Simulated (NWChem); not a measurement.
All runs are NWChem calculations. System: CH₃O, charge 0, spin multiplicity 2, at a geometry optimised with UB3LYP/def2-SVP. The structure started from a generated list of species. Its SCF solution wasn't tested for a lower state. Level: URI-MP2/cc-pVDZ, 2 core orbitals frozen.

Output (cleaned and shortened):

```
             Northwest Computational Chemistry Package (NWChem) 7.3.0
             --------------------------------------------------------

                                NWChem Input Module
                                -------------------

 Scaling coordinates for geometry "geometry" by  1.889725989
 (inverse scale =  0.529177249)

                             Geometry "geometry" -> ""
                             -------------------------

 Output coordinates in angstroms (scale by  1.889725989 to convert to a.u.)

  No.       Tag          Charge          X              Y              Z
 ---- ---------------- ---------- -------------- -------------- --------------
    1 C                    6.0000    -0.62890900     0.23846200     0.12343300
    2 O                    8.0000     0.58942200    -0.33029100    -0.08311900
    3 H                    1.0000    -1.46623000    -0.44293700    -0.04123300
    4 H                    1.0000    -0.75285300     1.31367100    -0.05054300
    5 H                    1.0000     1.27715700     0.34082000     0.01612700

 Effective nuclear repulsion energy (a.u.)      35.2691828554

            Nuclear Dipole moment (a.u.)
            ----------------------------
        X                 Y               Z
 ---------------- ---------------- ----------------
    -0.0000075589    -0.0000037795    -0.0000056692


 Summary of "ao basis" -> "" (spherical)
 ------------------------------------------------------------------------------
       Tag                 Description            Shells   Functions and Types
 ---------------- ------------------------------  ------  ---------------------
 *                          cc-pvdz                   on all atoms

 Summary of "ri-mp2 basis" -> "" (spherical)
 ------------------------------------------------------------------------------
       Tag                 Description            Shells   Functions and Types
 ---------------- ------------------------------  ------  ---------------------
 *                         cc-pvdz-ri                 on all atoms

 Summary of "ao basis" -> "ao basis" (spherical)
 ------------------------------------------------------------------------------
       Tag                 Description            Shells   Functions and Types
 ---------------- ------------------------------  ------  ---------------------
 C                          cc-pvdz                  6       14   3s2p1d
 O                          cc-pvdz                  6       14   3s2p1d
 H                          cc-pvdz                  3        5   2s1p

                                 NWChem SCF Module
                                 -----------------

  ao basis        = "ao basis"
  functions       =    43
  atoms           =     5
  alpha electrons =     9
  beta  electrons =     8
  charge          =   0.00
  wavefunction    = UHF
  use symmetry    = F
  symmetry adapt  = F

 Summary of "ao basis" -> "ao basis" (spherical)
 ------------------------------------------------------------------------------
       Tag                 Description            Shells   Functions and Types
 ---------------- ------------------------------  ------  ---------------------
 C                          cc-pvdz                  6       14   3s2p1d
 O                          cc-pvdz                  6       14   3s2p1d
 H                          cc-pvdz                  3        5   2s1p

 Forming initial guess at       0.0s

 Starting SCF solution at       0.0s

 ----------------------------------------------
         Quadratically convergent UHF

 Convergence threshold     :          1.000E-07
 Maximum no. of iterations :          100
 Integral*density screening:          1.000E-09
 ----------------------------------------------

              iter       energy          gnorm     gmax       time
             ----- ------------------- --------- --------- --------
                 1     -114.4141527889  3.14D-01  7.06D-02      0.1
                 2     -114.4232801785  2.57D-02  1.34D-02      0.1
                 3     -114.4236633126  9.58D-04  2.72D-04      0.2
                 4     -114.4236636562  1.06D-06  3.56D-07      0.2
                 5     -114.4236636562  5.16D-09  9.70D-10      0.2
[...]
 --------------
 x =   0.05675244 y =  -0.07313148 z =   0.00459809

 moments of inertia (a.u.)
 ------------------
          16.900293434294          17.073350809424           5.704390373670
          17.073350809424          53.404322888594          -2.686421959232
           5.704390373670          -2.686421959232          68.178403841829

  Mulliken analysis of the total density
  --------------------------------------

    Atom       Charge   Shell Charges
 -----------   ------   -------------------------------------------------------
    1 C    6     5.96   2.00  0.66  0.47  1.90  0.83  0.10
    2 O    8     8.31   2.00  0.83  0.87  2.83  1.75  0.02
    3 H    1     0.94   0.75  0.16  0.03
    4 H    1     0.96   0.75  0.18  0.03
    5 H    1     0.83   0.68  0.06  0.08

  Mulliken analysis of the alpha density
  --------------------------------------

    Atom       Charge   Shell Charges
 -----------   ------   -------------------------------------------------------
    1 C    6     3.51   1.00  0.35  0.28  1.24  0.60  0.05
    2 O    8     4.19   1.00  0.42  0.43  1.47  0.86  0.01
    3 H    1     0.44   0.35  0.07  0.02
    4 H    1     0.45   0.36  0.07  0.02
    5 H    1     0.41   0.34  0.03  0.04

   Mulliken analysis of the beta density
   -------------------------------------

    Atom       Charge   Shell Charges
 -----------   ------   -------------------------------------------------------
    1 C    6     2.45   1.00  0.30  0.19  0.66  0.24  0.05
    2 O    8     4.12   1.00  0.41  0.44  1.37  0.89  0.01
    3 H    1     0.51   0.40  0.10  0.01
    4 H    1     0.51   0.39  0.10  0.01
    5 H    1     0.42   0.34  0.03  0.04

   Mulliken analysis of the spin density
   -------------------------------------

    Atom       Charge   Shell Charges
 -----------   ------   -------------------------------------------------------
    1 C    6     1.06   0.00  0.05  0.08  0.57  0.36 -0.01
    2 O    8     0.07   0.00  0.01 -0.00  0.10 -0.03  0.00
    3 H    1    -0.07  -0.04 -0.03  0.01
    4 H    1    -0.06  -0.04 -0.03  0.01
    5 H    1    -0.01  -0.01 -0.00  0.00

       Multipole analysis of the density wrt the origin
       ------------------------------------------------

     L   x y z        total         alpha         beta         nuclear
     -   - - -        -----         -----         ----         -------
     0   0 0 0     -0.000000     -9.000000     -8.000000     17.000000

     1   1 0 0      0.095887      0.554936     -0.459042     -0.000008
     1   0 1 0      0.623089      0.117742      0.505351     -0.000004
     1   0 0 1     -0.016084     -0.273377      0.257298     -0.000006

     2   2 0 0     -7.442978    -21.712004    -19.656990     33.926017
     2   1 1 0      1.382628      5.274020      4.541835     -8.433228
     2   1 0 1      0.351689      1.832590      1.156690     -2.637591
     2   0 2 0     -9.087543    -10.671134    -10.029528     11.613119
     2   0 1 1     -0.108558     -0.815369     -0.555901      1.262712
     2   0 0 2    -10.332672     -6.564834     -4.307779      0.539942

                               NWChem RI-MP2 Module
                               --------------------

 Summary of "ri-mp2 basis" -> "ri-mp2 basis" (spherical)
 ------------------------------------------------------------------------------
       Tag                 Description            Shells   Functions and Types
 ---------------- ------------------------------  ------  ---------------------
 C                         cc-pvdz-ri               18       56   7s5p4d2f
 O                         cc-pvdz-ri               18       56   7s5p4d2f
 H                         cc-pvdz-ri                6       14   3s2p1d

 SCF Reference Information:
            File: './mol.movecs'
           Title: ''
    Size (AOxMO):     43 x (     43,     43)
       Total Occ:                 9.00,   8.00
 RI-MP2 Calculation Information:
          Nr. of AO basis functions:         43
     Nr. of fitting basis functions:        154
               Nr. of MO spin cases:          2
        Nr. of MOs to be correlated:         41         41
     Nr. of occupied MOs correlated:          7          6
      Nr. of virtual MOs correlated:         34         35

          RI integral approximation: 'V'
    Threshold for Schwarz screening:  1.000E-09
 Smallest eigenvalue retained in fit  1.000E-08
    Type of storage for MO integrals 'EAF library'

 Transformation block size    7, requiring     1 integral passes.
 XForm_3cInts: Completed     1:    7 pass.
 Transformation block size    6, requiring     1 integral passes.
 XForm_3cInts: Completed     1:    6 pass.
 Energy evaluation using block sizes     7    7
 RIMP2_V_E2: Approx. ints. done (    1:    7,    1:    7)
 RIMP2_V_E2: Copy to B done (    1:    7,    1:    7)
 RIMP2_V_E2: Denominators done (    1:    7,    1:    7)
 RIMP2_V_E2: Completed block (    1:    7,    1:    7)
 RIMP2_V_E2: Approx. ints. done (    1:    7,    1:    6)
 RIMP2_V_E2: Copy to B done (    1:    7,    1:    6)
 RIMP2_V_E2: Denominators done (    1:    7,    1:    6)
 RIMP2_V_E2: Completed block (    1:    7,    1:    6)
 RIMP2_V_E2: Approx. ints. done (    1:    6,    1:    6)
 RIMP2_V_E2: Copy to B done (    1:    6,    1:    6)
 RIMP2_V_E2: Denominators done (    1:    6,    1:    6)
 RIMP2_V_E2: Completed block (    1:    6,    1:    6)

          -------------------------------------------
          SCF energy                -114.423663656207
          Correlation energy          -0.309681134985
          Total MP2 energy          -114.733344791192
          -------------------------------------------

 -----------------------
 Performance information
 -----------------------

 Timer overhead =  9.62D-08 seconds/call

               Nr. of calls         CPU time (s)                 Wall time (s)                GFlops
             ---------------    -------------------     ------------------------------   -------------------
Name         Min   Avg   Max    Min     Avg     Max     Min     Avg     Max   Mx/calls   Min     Max     Sum
Overall       1     1     1   0.33    0.33    0.33     0.33    0.33    0.33    0.33      0.0     0.0     0.0
3c integr     2     2     2   8.54E-2 8.54E-2 8.54E-2  8.54E-2 8.54E-2 8.54E-2 4.27E-2   0.0     0.0     0.0
Energy        1     1     1   9.81E-3 9.81E-3 9.81E-3  9.81E-3 9.81E-3 9.81E-3 9.81E-3   0.0     0.0     0.0
3c integr     2     2     2   8.27E-2 8.27E-2 8.27E-2  8.27E-2 8.27E-2 8.27E-2 4.14E-2   0.0     0.0     0.0
First 2/3     6     6     6   7.98E-4 7.98E-4 7.98E-4  7.98E-4 7.98E-4 7.98E-4 1.33E-4   0.0     0.0     0.0
Final 1/3     2     2     2   9.54E-4 9.54E-4 9.54E-4  9.55E-4 9.55E-4 9.55E-4 4.77E-4   0.0     0.0     0.0
Write 3c      2     2     2   2.66E-4 2.66E-4 2.66E-4  2.66E-4 2.66E-4 2.66E-4 1.33E-4   0.0     0.0     0.0
Read 3c i     3     3     3   1.99E-4 1.99E-4 1.99E-4  1.99E-4 1.99E-4 1.99E-4 6.63E-5   0.0     0.0     0.0
Fitting b     1     1     1   1.10E-2 1.10E-2 1.10E-2  1.10E-2 1.10E-2 1.10E-2 1.10E-2   0.0     0.0     0.0
Schwarz i     1     1     1   2.99E-3 2.99E-3 2.99E-3  2.99E-3 2.99E-3 2.99E-3 2.99E-3   0.0     0.0     0.0
Form 4ci      3     3     3   1.41E-3 1.41E-3 1.41E-3  1.41E-3 1.41E-3 1.41E-3 4.69E-4   0.0     0.0     0.0
Form A &      3     3     3   7.29E-3 7.29E-3 7.29E-3  7.29E-3 7.29E-3 7.29E-3 2.43E-3   0.0     0.0     0.0
Denominat     3     3     3   8.75E-5 8.75E-5 8.75E-5  8.75E-5 8.75E-5 8.75E-5 2.92E-5   0.0     0.0     0.0
Pair Ener     3     3     3   3.88E-4 3.88E-4 3.88E-4  3.88E-4 3.88E-4 3.88E-4 1.29E-4   0.0     0.0     0.0

 The average no. of pstat calls per process was 3.30D+01
 with a timing overhead of 3.17D-06s

 Task  times  cpu:        0.3s     wall:        0.3s

 Total times  cpu:        0.4s     wall:        0.4s
```

### Question
Write an NWChem input that would produce this output.

### Answer
This is not unique; one that fits is 
```
start mol
memory heap 200 mb stack 900 mb global 1100 mb
geometry units angstroms nocenter noautoz noautosym
  C     -0.628909     0.238462     0.123433
  O      0.589422    -0.330291    -0.083119
  H     -1.466230    -0.442937    -0.041233
  H     -0.752853     1.313671    -0.050543
  H      1.277157     0.340820     0.016127
end
basis spherical
  * library cc-pvdz
end
basis "ri-mp2 basis" spherical
  * library cc-pvdz-ri
end
scf
  uhf
  nopen 1
  maxiter 100
  thresh 1e-7
  semidirect memsize 60000000 filesize 0
  # guess.movecs holds the orbitals of an unrestricted PBE0 run
  vectors input guess.movecs output mol.movecs
end
mp2
  freeze core 2
end
task rimp2 energy
```
